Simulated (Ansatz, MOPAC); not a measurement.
## A ladder of methods for BN2H5 (SMILES NBN)

BN2H5, singlet, SMILES `NBN`. Each level relaxes the structure for itself.

Quantity: the highest harmonic wavenumber at each level's own minimum, in cm⁻¹. The values are calculated.

| level | kind | program | value (cm⁻¹) |
| --- | --- | --- | --- |
| AM1 | semi-empirical | MOPAC | 3612 |
| MNDO | semi-empirical | MOPAC | 3674 |
| MNDOD | semi-empirical | MOPAC | 3674 |
| PM3 | semi-empirical | MOPAC | 3582 |
| HF/STO-3G | Hartree–Fock | Ansatz | 4250 |
| HF/3-21G | Hartree–Fock | Ansatz | 3844 |
| HF/6-31G* (Cartesian functions) | Hartree–Fock | Ansatz | 3938 |
| PBE/def2-SVP | GGA | Ansatz | 3642 |
| PBE-D3(BJ)/def2-TZVP | GGA | Ansatz | 3628 |
| PBE0-D4/def2-TZVP | global hybrid | Ansatz | 3744 |

Harmonic and unscaled. The values span 3582 to 4250 cm⁻¹. Without the sets that lack polarisation functions the rows with a basis span only 3628 to 3938 cm⁻¹.
